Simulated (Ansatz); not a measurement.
Worked example: the step energy

An elementary step of AlH3SO, closed shell (AlH₃SO ([OH][AlH][SH]) → AlHS ([AlH][S]) + H₂O (still joined by a long Al–O bond); Al–O, S–H broken or loosened, O–H formed or tightened). “Start” and “end” are the PBE0-D4/def2-TZVP structures reached by relaxing down either side of its saddle point, with the molecules still in contact.

Ansatz 0.2.0; basis: def2-TZVPP and def2-QZVPP; cores frozen in the correlated methods.

Energies in eV:

| quantity | end | start |
| --- | --- | --- |
| Hartree–Fock, triple zeta (X = 3) | -19487.72011 | -19489.31119 |
| Hartree–Fock, quadruple zeta (X = 4) | -19488.31869 | -19489.91804 |
| MP2 correlation, X = 3 | -13.73557 | -13.58994 |
| MP2 correlation, X = 4 | -14.91602 | -14.74356 |
| CCSD(T) correlation, X = 3 | -15.06511 | -14.93053 |

Work out the step energy at the basis limit: extrapolate Hartree–Fock as E(X) = E∞ + A exp(−7.88 √X) and the MP2 correlation as E(X) = E∞ + B X^−2.97 (the exponents that Neese and Valeev fitted for def2-TZVPP and QZVPP), then add CCSD(T) − MP2 in triple zeta.

Each step is linear, so take the differences first (end − start): Hartree–Fock 1.59108 (X = 3) and 1.59935 (X = 4); MP2 correlation -0.14563 and -0.17246; CCSD(T) correlation -0.13458.
Two points give E∞ = E(4) + w [E(4) − E(3)], with w = 1/(exp(7.88 (2 − √3)) − 1) = 0.1377 for Hartree–Fock and w = 1/((4/3)^2.97 − 1) = 0.7407 for the correlation.
Hartree–Fock: 1.59935 + 0.1377 × 0.00827 = 1.6005 eV.
MP2 correlation: -0.17246 + 0.7407 × (-0.02683) = -0.1923 eV.
CCSD(T) − MP2: -0.13458 − (-0.14563) = 0.0111 eV.
Sum: 1.6005 + (-0.1923) + 0.0111 = 1.4193 eV, or 32.73 kcal/mol. Plain CCSD(T) in triple zeta gives 1.4565 eV, so the larger basis shifts the result by -0.0372 eV.

No T1 diagnostic of these runs exceeds 0.014.

Labels in which every atom is bracketed show which atoms are joined, not bond orders.

For scale, one of the runs: CCSD(T)/def2-TZVPP, 157 basis functions, launched by `ansatz run in.yaml --threads 2 --pin off --events-out ev --progress --plain --max-ram 4352MiB`. The run took 12 s on 2 CPU threads of an Arm Neoverse V2 (shared host), with 1 GiB of host memory at its peak.
